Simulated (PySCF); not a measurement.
A run for PySCF: R-MP2/6-31G* on C6H8O (a complex).

```python
from pyscf import gto, scf, dft, mp
from pyscf.data.elements import chemcore

mol = gto.M(
    atom='''
    C     0.91072024   -0.59530684   -1.20755700
    H     1.02676524   -1.12303184   -2.14414500
    C     0.60851624    0.76560216   -1.20789500
    H     0.48753724    1.29277616   -2.14405400
    C     0.45786224    1.44647616    0.00000000
    H     0.22203824    2.50174716    0.00000000
    C     0.60851624    0.76560216    1.20789500
    H     0.48753724    1.29277616    2.14405400
    C     0.91072024   -0.59530684    1.20755700
    H     1.02676524   -1.12303184    2.14414500
    C     1.06222124   -1.27537284    0.00000000
    H     1.29905924   -2.33060584    0.00000000
    O    -3.35071776   -0.33743184    0.00000000
    H    -3.18591376   -1.28215284    0.00000000
    H    -2.46341676    0.03415916    0.00000000
    ''',
    basis='6-31g*',
    cart=True,
    charge=0, spin=0, verbose=3, max_memory=1800)
mf = scf.RHF(mol)
mf.conv_tol = 1e-8
mf.max_cycle = 100
mf.kernel()
if not mf.converged:
    mf = mf.newton().run(mf.mo_coeff, mf.mo_occ)
pt = mp.MP2(mf, frozen=chemcore(mol)).run()
```

Output:

```
converged SCF energy = -306.716072352254
E(RMP2) = -307.658109740586  E_corr = -0.942037388331705
E(SCS-RMP2) = -307.631691315097  E_corr = -0.915618962842946
```

The calculation finished and met its thresholds.

Cost: roughly 3 core-seconds.
